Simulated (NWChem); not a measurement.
Si anion, quartet

Results from NWChem. Spin-unrestricted. Sets without diffuse functions describe the anion's extra electron poorly. No stability test was run on the SCF state. The highest occupied level is positive in some or all of these runs, so the extra electron may be held by the finite basis. Total energies compare along this basis series because the functional is fixed.

| level | basis functions | energy (Ha) | highest occupied level (eV) | lowest empty minus highest occupied level, either spin (eV) |
|---|---|---|---|---|
| PBE/3-21G | 13 | -287.7300 | 2.43 | 2.02 |
| PBE/pcseg-1 | 18 | -289.2568 | 1.76 | 1.86 |
| PBE/aug-pcseg-1 | 27 | -289.2646 | 1.12 | 1.68 |
| PBE/pcseg-2 | 34 | -289.2790 | 1.68 | 1.83 |
| PBE/def2-TZVPP | 42 | -289.2672 | 1.90 | 1.87 |
| PBE/def2-QZVP | 70 | -289.2834 | 1.54 | 1.80 |
